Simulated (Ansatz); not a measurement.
# C2H3F2O: the cost of one run

Method: the levels named in each step, in Ansatz 0.2.0.

**1. The system as given**

Bond lengths: O1–C2 1.302 Å, C2–C3 1.562 Å, C3–F4 1.348 Å, C3–F5 1.352 Å, C2–H6 1.118 Å, C2–H7 1.118 Å, C3–H8 1.099 Å. Angles: O1–C2–C3 114.9°, O1–C2–H6 111.9°, O1–C2–H7 111.7°, C3–C2–H6 107.3°, C3–C2–H7 106.6°, H6–C2–H7 103.6°, C2–C3–F4 110.3°, C2–C3–F5 109.9°, C2–C3–H8 112.0°, F4–C3–F5 106.4°, F4–C3–H8 108.9°, F5–C3–H8 109.1°.

As a file:

```xyz
8

O    -1.5151    1.3823   -0.0051
C    -1.0814    0.1593   -0.1132
C     0.4732    0.0123   -0.1434
F     0.9452   -0.2132    1.0986
F     0.8194   -1.0635   -0.8854
H    -1.4607   -0.4928    0.7114
H    -1.4668   -0.3355   -1.0387
H     0.9638    0.9059   -0.5541
```

**2. A rough first relaxation, PBE-D4/def2-SVP**

This run stands in another session on the same molecule. It ended at:

```xyz
8

O    -1.5182    1.3556    0.2437
C    -1.0517    0.1461   -0.1042
C     0.4748    0.0019   -0.1473
F     0.9676    0.0403    1.1232
F     0.7927   -1.2119   -0.6959
H    -1.4864   -0.6871    0.5220
H    -1.4586   -0.1031   -1.1299
H     0.9573    0.8130   -0.7415
```

**3. Relaxation, PBE0-D4/def2-TZVPP**

Input file input.yaml:

```yaml
crystal:
  periodic: [false, false, false]
  atoms:
    - { symbol: O, position_ang: [-1.51815949, 1.35560646, 0.24369446] }
    - { symbol: C, position_ang: [-1.05170615, 0.14607425, -0.10415714] }
    - { symbol: C, position_ang: [0.47480959, 0.00186476, -0.14727323] }
    - { symbol: F, position_ang: [0.9676369, 0.04025851, 1.12320707] }
    - { symbol: F, position_ang: [0.79274656, -1.2118595, -0.69585892] }
    - { symbol: H, position_ang: [-1.48642095, -0.68708203, 0.52197275] }
    - { symbol: H, position_ang: [-1.45858779, -0.10306309, -1.12993057] }
    - { symbol: H, position_ang: [0.95733133, 0.81301065, -0.74147441] }
magnetization:
  spin_polarized: true
  initial_magnetization: 1
basis:
  gaussian: { orbitals: def2-TZVPP }
hamiltonian:
  xc: pbe0
  dispersion: d4
relax:
  f_tol: 0.002
  max_steps: 150
```

Command:

```
$ ansatz run input.yaml --threads 4 --pin off --max-ram 10240MiB --backend cpu --events-out ev --progress --plain --runs-dir out
```

What time and memory should one allow on 4 threads of Intel Xeon at 2.50GHz (Skylake/Cascade Lake), shared host?

About 2.1 min, with a peak of 0.7 GiB.
